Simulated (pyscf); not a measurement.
Structures and frequencies: ωB97X-D3(BJ)/def2-SVP in PySCF. Correlated levels are frozen-core, on RHF or UHF. ΔMP2 is the change of the MP2 total energy from the triple- to the quadruple-zeta basis.

### Question
For H₂B–F + SiH₄ → BH₃ + F–SiH₃, a four-centre exchange (singlet surface; B–F, H–Si broken, B–H, F–Si formed), PBE/def2-TZVP gives ΔE‡ = 55.3 kJ/mol and ΔE = +38.9 kJ/mol (zero: the separated reactants). In which direction and how far do PBE0-D3(BJ)/def2-TZVP, ωB97M-D3(BJ)/def2-TZVP, CCSD(T)/def2-TZVPP + ΔMP2(QZVPP) move these?

### Answer
PBE0-D3(BJ): ΔE‡ = 56.3 kJ/mol, ΔE = +34.3 kJ/mol; ωB97M-D3(BJ): ΔE‡ = 66.3 kJ/mol, ΔE = +28.6 kJ/mol; CCSD(T): ΔE‡ = 70.5 kJ/mol, ΔE = +24.1 kJ/mol. PBE's barrier matches one of them and lies within 15.2 kJ/mol of the others. Its reaction energy lies over all of them, by 4.6 to 14.8 kJ/mol. On the product side the descent ends in a complex, 18.2 kJ/mol under the separated species and 55.1 kJ/mol under the saddle at ωB97X-D3(BJ)/def2-TZVP. One saddle was located; it need not be the lowest between these sides. The CCSD(T) − MP2 part came from Ansatz, without density fitting, on the same reference.
